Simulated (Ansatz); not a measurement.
Two structures, one formula

Two relaxed structures of CH₅AlN (charge -1), closed shell (PBE0-D4/def2-TZVPD; forces vanish, vibrations not checked).

A:

```xyz
8
angstrom
C -0.6682 1.0248 -1.1740
Al 0.0381 0.2404 0.5416
N 0.6992 -1.3124 0.9081
H -0.6141 0.3236 -2.0142
H -1.7166 1.3342 -1.0634
H -0.0907 1.3660 1.7178
H -0.1074 1.9270 -1.4546
H 0.7840 -2.0205 0.1826
```

B:

C1  (-0.840, 0.799, -1.222)
Al2  (-0.053, 0.380, 0.382)
N3  (0.771, -1.196, 0.823)
H4  (-0.892, 0.156, -2.104)
H5  (-1.333, 1.760, -1.389)
H6  (0.028, 1.339, 1.697)
H7  (1.340, -1.305, 1.647)
H8  (0.979, -1.932, 0.166)
(Å)

Ansatz 0.2.0; basis: def2-TZVPPD; cores frozen in the correlated methods. B3LYP uses VWN-RPA correlation.

(1) Which structure is lower at CCSD(T), and by how much? (To be estimated.)

(2) Do the other methods give the same order? (A judgement: the text doesn't fix the answer.)

The T1 diagnostic stays at or below 0.017.

Answers

(1) The calculation gives: A, by 0.102 eV (electronic energy, against the other). By their contacts, A is CH₅AlN ([CH3][AlH][NH]), total charge -1 and B is CH₅AlN ([CH2][AlH][NH2]), total charge -1.

(2) By the calculation: Not all: HF gives the other order.

```csv
method,E(B) − E(A) (eV)
PBE-D4,0.153
r2SCAN-D4,0.110
PBE0-D4,0.068
B3LYP-D4,0.107
wB97M-V,0.067
HF,-0.078
MP2,0.153
CCSD,0.062
CCSD(T),0.102
```

Labels in which every atom is bracketed show which atoms are joined, not bond orders.

For scale, one of the runs: CCSD(T)/def2-TZVPPD, 207 basis functions, launched by `ansatz run in.yaml --threads 2 --pin off --events-out ev --progress --plain --max-ram 4352MiB`. Time: 47 s of wall clock on 2 CPU threads of an Arm Neoverse V2; the host was shared. Peak host memory: 2.6 GiB.
